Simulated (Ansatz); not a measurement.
For 1T (CdI2-type) SnS2, rVV10 (PAW; Ansatz, an electronic-structure program) gives:

```
Property                         Result
------------------------------  -------
equilibrium lattice constant a  3.742 Å
lattice parameter c             5.836 Å
```

What does PBE0 (Ansatz, PAW) give for the same quantities?


- lattice constant a: 3.659 Å (falls by 2.2 %)
- lattice parameter c: 6.757 Å (rises by 16 %)

For comparison: lattice constant a 3.646 Å (measured, room temperature, not corrected to a static lattice, sources range from 3.640 to 3.650; as tabulated in Lima et al. (2018), arXiv:1803.05430); lattice parameter c 5.893 Å (measured, room temperature, not corrected to a static lattice; as tabulated in Lima et al. (2018), arXiv:1803.05430).

Changes are worked out from the printed values.

Unless a cell is named, each level is at its own relaxed cell (rVV10 23.59, PBE0 26.11 Å³/atom).

Caveats: the cell comes from a level without a dispersion term, which matters for the spacing of layers, chains or molecules (PBE0). Ansatz's density-functional and Hartree–Fock values are scalar-relativistic unless marked +SOC, with PAW data made under PBE.
